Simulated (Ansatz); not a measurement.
Take Si in the diamond structure (space group Fd-3m, No. 227; a = 5.470 Å) as the base.

Method: plane-wave PAW DFT at the PBE level (Ansatz, an electronic-structure program, 420 eV), spin-orbit coupling left out, earlier PAW set.

The change: full substitution Si → Ge, then cell and atoms are relaxed.

Measured lattice parameter a: Si 5.421 Å (static lattice; corrected from measurement; as listed in Daniel Mejia-Rodriguez, S. B. Trickey, Phys. Rev. B (2018)); Ge 5.644 Å (static lattice; corrected from measurement; as listed in Daniel Mejia-Rodriguez, S. B. Trickey, Phys. Rev. B (2018)).

Question: How well does PBE reproduce the measured shift?

Answer: With PBE the lattice parameter a moves by +0.292 Å (5.470 → 5.762) against +0.223 Å measured.

No phonon test of stability was made.
